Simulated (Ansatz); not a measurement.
A made-up structure of C2H3N, singlet:

```
atom    x (Å)    y (Å)    z (Å)
  C1  -0.5839  -0.5086  -0.2783
  N2   0.4217  -1.0704   0.1952
  C3   0.3836   0.4562   0.1834
  H4  -1.5324  -0.7719  -0.7282
  H5   1.1147  -1.7087   0.5859
  H6   0.2618   0.9439   1.1461
```

It is relaxed with PBE-D4/def2-SVP and then PBE0-D4/def2-TZVP (Ansatz 0.2.0). Atoms count as bonded within 1.22 times the sum of their covalent radii (H–H: 0.88 Å). The end point is not checked to be a true minimum.

(1) Does its bonding change? (A judgement: the text doesn't fix the answer.)

## Answers

(1) The calculation gives: No: no bond forms or breaks.

Where it ends: The first stage lowers the energy by 1.84 eV in 15 steps. It ends as C₂H₃N (C1=CN1):
```
6
angstrom
C -0.5946 -0.5243 -0.2450
N 0.3177 -1.2321 0.7161
C 0.1292 0.2374 0.4670
H -1.3893 -0.7756 -0.9220
H 1.1461 -1.5316 0.1942
H 0.4564 1.1669 0.8937
```

For scale, one of the runs: PBE0-D4/def2-TZVP relaxation, 111 basis functions, launched by `ansatz run in.yaml --threads 2 --pin off --events-out ev --progress --plain --max-ram 4352MiB`. The run took about 5.5 s on 2 CPU threads of an Arm Neoverse V2 (shared host).
